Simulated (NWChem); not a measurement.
hydrazine (N2H4); SMILES NN

```xyz
6

N     -0.0685     0.7074     0.0757
N      0.0685    -0.7074     0.0757
H      0.8495     1.1139     0.2948
H     -0.3394     1.0861    -0.8465
H     -0.8495    -1.1139     0.2948
H      0.3394    -1.0861    -0.8465
```
Atoms are numbered in this order, from 1.

Computed with NWChem. Geometry optimised at PBE-D3(BJ)/def2-SVP; all other runs use it.  Vzz has the sign of the potential's second derivative.

| quantity | level | value |
|---|---|---|
| vertical ionisation energy, ΔSCF (eV) | r2SCAN/def2-TZVP | 9.85 |
| Vzz N2 (a.u.) | Hartree-Fock/def2-TZVP | -1.325 |
| orbital gap (eV) | B3LYP/def2-SVP | 7.88 |
| isotropic polarisability (bohr³), static | B3LYP/Sadlej pVTZ | 24.1 |
| cavity-dispersion-structure term (kcal/mol) in ethanol | M06-2X/def2-SVP, SMD | 2.1 |
| dipole (D) | PBE-D3(BJ)/def2-SVP | 2.04 |
| highest harmonic frequency (cm⁻¹) | PBE-D3(BJ)/def2-SVP | 3451 |
